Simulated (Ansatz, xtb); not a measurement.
**C3H4F2O: which of two isomers lies lower**

Structure I is `F[C@@H]1C[C@@H](F)O1`, a singlet and structure II is `F[C@@H]1C[C@H](F)O1`, a singlet. Both are isolated molecules in the gas phase, relaxed with B3LYP/def2-SVP.

I (Å):

```
atom    x (Å)    y (Å)    z (Å)
   C  -1.3043  -0.4490  -0.8101
   C  -0.6444  -0.9854   0.4658
   C   0.6615  -0.7184  -0.2919
   F  -1.9694   0.7278  -0.6332
   F   1.3657  -1.8469  -0.5904
   O  -0.0452  -0.2405  -1.4204
   H  -1.9579  -1.1111  -1.4035
   H  -0.8298  -0.3608   1.3496
   H  -0.8108  -2.0475   0.6891
   H   1.3777   0.0220   0.1037
```

II (Å):

```tsv
atom	x (Å)	y (Å)	z (Å)
C	-0.5828	-0.3609	-1.2485
C	0.1782	-0.2371	0.0762
C	-0.8074	-1.3084	0.5560
F	0.1532	-0.8440	-2.2863
F	-0.2403	-2.5038	0.8747
O	-1.4435	-1.3457	-0.7078
H	-1.1414	0.5153	-1.6195
H	1.2115	-0.6032	0.0126
H	0.1334	0.7365	0.5818
H	-1.5129	-1.0515	1.3645
```

Task: Estimate which is lower in electronic energy at CCSD(T)/def2-SVP + ΔMP2/def2-TZVPP, and by roughly how much.

Result: Too close to call at this level: CCSD(T)/def2-SVP + ΔMP2/def2-TZVPP gives E(II) − E(I) = −0.16 kcal/mol.

How the difference moves with the method:

| level | geometry | E(II) − E(I) (kcal/mol) | departure from the last row (kcal/mol) | job, with rough time for the two |
| --- | --- | --- | --- | --- |
| GFN2-xTB | GFN2-xTB | +1.13 | +1.29 | optimisation, 0.27 s |
| HF/STO-3G | GFN2-xTB | −0.20 | −0.04 | single point, 0.98 s |
| r2SCAN-D4/def2-SVP | GFN2-xTB | −0.20 | −0.04 | single point, 5.3 s |
| B3LYP/def2-SVP | B3LYP/def2-SVP | −0.08 | +0.08 | optimisation, 60 s |
| HF/def2-SVP | B3LYP/def2-SVP | +0.27 | +0.43 | part of the CCSD(T) run |
| MP2/def2-SVP | B3LYP/def2-SVP | −0.15 | +0.01 | part of the CCSD(T) run |
| CCSD(T)/def2-SVP | B3LYP/def2-SVP | −0.06 | +0.10 | single point |
| CCSD(T)/def2-SVP + ΔMP2/def2-TZVPP | B3LYP/def2-SVP | −0.16 |  | single point, 56 s |

As drawn, both hold the same kinds of bond in the same numbers.

The largest departure from CCSD(T)/def2-SVP + ΔMP2/def2-TZVPP is that of GFN2-xTB, 1.29 kcal/mol. The last row adds to CCSD(T) the change of the MP2 difference between the two basis sets, here −0.10 kcal/mol.

With harmonic frequencies from B3LYP/def2-SVP (ideal gas, rigid rotor, one conformer each, 298.15 K, 1 atm): on the last row, ΔE + ΔZPE = −0.11, ΔH = −0.15, ΔG = −0.43 kcal/mol.

The correlated steps freeze 6 core orbitals. Run with Ansatz 0.2.0, xtb 6.7.1; the last row on 2 threads of Intel(R) Xeon(R) Processor @ 2.50GHz (Skylake/Cascade Lake) on a shared host.
